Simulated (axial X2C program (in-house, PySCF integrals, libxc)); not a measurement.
# AlO⁺: properties at the nuclei

Wanted for AlO⁺: properties at the nuclei, at the two-component level.

The runs use an in-house X2C program for linear molecules on PySCF integrals; two-component X2C with atomic mean-field terms, Al dyall-v3z, O dyall-av3z.

All values are calculated.

## 1. Input

The input, task.json:

```json
{"zs": [13, 8], "q": 1, "bas": ["dyall-v3z", "dyall-av3z"], "r0": 1.7, "levels": ["PBE0", "HF", "BP86", "PBE", "PBE50"], "nst": 3}
```

Keys: zs atomic numbers; q charge; bas basis sets; r0 starting distance in Å; levels methods (HF also brings MP2); nst determinants followed.

On the command line:

```console
python soeom.py task.json out
```

Nuclei are Gaussian, cores are contracted, and the Gaunt term is on.

## 2. Expectation values, lowest determinant

R = 1.745 Å. State: Ω = 2 (excess of +ω over −ω: ω = 1/2, ω = 3/2).

Output of the PBE0 run:

```text
two-component X2C + atomic mean field  PBE0
basis functions 103  fitting functions 591  grid points 4353
iter        total energy     max residual
   1       -314.622123709     2.45e+00
   2       -317.525475443     6.36e-02
   3       -317.424465728     1.50e-01
   4       -317.558985951     1.37e-02
   5       -317.560776694     8.08e-04
   6       -317.560786427     9.66e-04
   7       -317.560793778     1.60e-04
   8       -317.560794349     3.78e-05
   9       -317.560794415     1.65e-05
  10       -317.560794420     3.54e-06
  11       -317.560794421     3.14e-07
converged
one-electron -497.71220606  Coulomb 175.42192335  exact exchange -6.53842322  xc functional -20.23805273  nuclear repulsion 31.53835526  atomic mean-field constant -0.03239102
```

The highest occupied spinor is 49% Al s, 26% Al p, 19% O p.

| level | Eeff magnitude (GV/cm) | Ws magnitude Al (kHz) | A∥/gI Al (MHz) | qzz Al (a.u.) | A∥/gI O (MHz) | qzz O (a.u.) |
| --- | --- | --- | --- | --- | --- | --- |
| PBE0 | 0.211 | 0.0383 | 356 | -0.99 | 176 | -0.47 |
| HF | 0.243 | 0.0434 | 384 | -1.23 | 188 | -0.53 |
| BP86 | 0.198 | 0.0362 | 360 | -0.92 | 171 | -0.53 |
| PBE | 0.196 | 0.0358 | 348 | -0.91 | 175 | -0.50 |
| PBE50 | 0.223 | 0.0403 | 369 | -1.07 | 178 | -0.47 |

Eeff is the effective electric field on the electron dipole moment in this Ω state and Ws the scalar–pseudoscalar constant (defined with the proton number Z and per Ω); A∥ is the parallel hyperfine constant, which follows by multiplying with the nuclear g factor gI = μI/(I μN); qzz is the electric field gradient, eQq0 = 234.96 MHz × Q/barn × qzz. The operators were transformed with the bare-nucleus X2C matrices.

## 3. Expectation values, a higher determinant

R = 1.745 Å. State: Ω = 1 (excess of +ω over −ω: ω = -1/2, ω = 3/2), 0.11 eV above the lowest in the PBE0 search for states (made at or near this distance, with looser thresholds).

Output of the PBE0 run:

```text
two-component X2C + atomic mean field  PBE0
basis functions 103  fitting functions 591  grid points 4353
iter        total energy     max residual
   1       -314.633555908     2.44e+00
   2       -317.521733554     6.61e-02
   3       -317.426760431     1.56e-01
   4       -317.554521509     1.36e-02
   5       -317.556253203     7.32e-04
   6       -317.556260385     9.63e-04
   7       -317.556265358     1.57e-04
   8       -317.556265688     4.06e-05
   9       -317.556265746     1.30e-05
  10       -317.556265750     2.52e-06
  11       -317.556265750     2.60e-07
converged
one-electron -497.71247203  Coulomb 175.42585089  exact exchange -6.53804400  xc functional -20.23756486  nuclear repulsion 31.53835526  atomic mean-field constant -0.03239102
```

The highest occupied spinor is 42% Al s, 27% Al p, 25% O p.

| level | Eeff magnitude (GV/cm) | Ws magnitude Al (kHz) | A∥/gI Al (MHz) | qzz Al (a.u.) | A∥/gI O (MHz) | qzz O (a.u.) |
| --- | --- | --- | --- | --- | --- | --- |
| PBE0 | 0.2 | 0.0739 | -765 | -1.07 | 265 | -0.62 |
| HF | 0.211 | 0.0776 | -864 | -1.32 | 282 | -0.73 |
| BP86 | 0.191 | 0.071 | -751 | -0.98 | 251 | -0.65 |
| PBE | 0.189 | 0.0702 | -730 | -0.98 | 256 | -0.63 |
| PBE50 | 0.208 | 0.0765 | -802 | -1.15 | 271 | -0.62 |

## 4. Expectation values, a higher determinant

R = 1.745 Å. State: Ω = 1 (excess of +ω over −ω: 2 × ω = 1/2), 0.13 eV above the lowest in the PBE0 search for states (made at or near this distance, with looser thresholds).

Output of the PBE0 run:

```text
two-component X2C + atomic mean field  PBE0
basis functions 103  fitting functions 591  grid points 4353
iter        total energy     max residual
   1       -314.632969469     2.44e+00
   2       -317.521110824     6.61e-02
   3       -317.426292102     1.56e-01
   4       -317.553889275     1.36e-02
   5       -317.555619354     7.31e-04
   6       -317.555626491     9.60e-04
   7       -317.555631438     1.56e-04
   8       -317.555631763     4.05e-05
   9       -317.555631821     1.30e-05
  10       -317.555631825     2.52e-06
  11       -317.555631825     2.53e-07
converged
one-electron -497.71020420  Coulomb 175.42408670  exact exchange -6.53802264  xc functional -20.23745592  nuclear repulsion 31.53835526  atomic mean-field constant -0.03239102
```

The highest occupied spinor is 42% Al s, 27% Al p, 25% O p.

| level | Eeff magnitude (GV/cm) | Ws magnitude Al (kHz) | A∥/gI Al (MHz) | qzz Al (a.u.) | A∥/gI O (MHz) | qzz O (a.u.) |
| --- | --- | --- | --- | --- | --- | --- |
| PBE0 | 0.2 | 0.0736 | 808 | -1.07 | 521 | -0.62 |
| HF | 0.211 | 0.0771 | 899 | -1.32 | 465 | -0.73 |
| BP86 | 0.191 | 0.0707 | 802 | -0.98 | 539 | -0.66 |
| PBE | 0.188 | 0.0699 | 780 | -0.98 | 535 | -0.63 |
| PBE50 | 0.207 | 0.0761 | 840 | -1.15 | 509 | -0.63 |

## 5. What came out

| quantity | value |
| --- | --- |
| lowest determinant | Ω = 2 (excess of +ω over −ω: ω = 1/2, ω = 3/2) |
| Eeff magnitude (GV/cm), PBE0 | 0.211 |
| Ws magnitude Al (kHz), PBE0 | 0.0383 |
| A∥/gI Al (MHz), PBE0 | 356 |
| qzz Al (a.u.), PBE0 | -0.99 |
| higher determinant | Ω = 1 (excess of +ω over −ω: ω = -1/2, ω = 3/2) |
| Eeff magnitude (GV/cm), PBE0, higher determinant | 0.2 |
| Ws magnitude Al (kHz), PBE0, higher determinant | 0.0739 |
| A∥/gI Al (MHz), PBE0, higher determinant | -765 |
| qzz Al (a.u.), PBE0, higher determinant | -1.07 |
| higher determinant | Ω = 1 (excess of +ω over −ω: 2 × ω = 1/2) |
| Eeff magnitude (GV/cm), PBE0, higher determinant | 0.2 |
| Ws magnitude Al (kHz), PBE0, higher determinant | 0.0736 |
| A∥/gI Al (MHz), PBE0, higher determinant | 808 |
| qzz Al (a.u.), PBE0, higher determinant | -1.07 |

In the first state, the effective field runs from 0.196 to 0.243 GV/cm over the mean-field levels. The expectation values come from single determinants, which for open shells can mix terms of unlike spin or miss the lowest Ω, so a determinant need not be a state. Eeff is the effective electric field on the electron dipole moment in this Ω state and Ws the scalar–pseudoscalar constant (defined with the proton number Z and per Ω); A∥ is the parallel hyperfine constant, which follows by multiplying with the nuclear g factor gI = μI/(I μN); qzz is the electric field gradient, eQq0 = 234.96 MHz × Q/barn × qzz. The operators were transformed with the bare-nucleus X2C matrices.
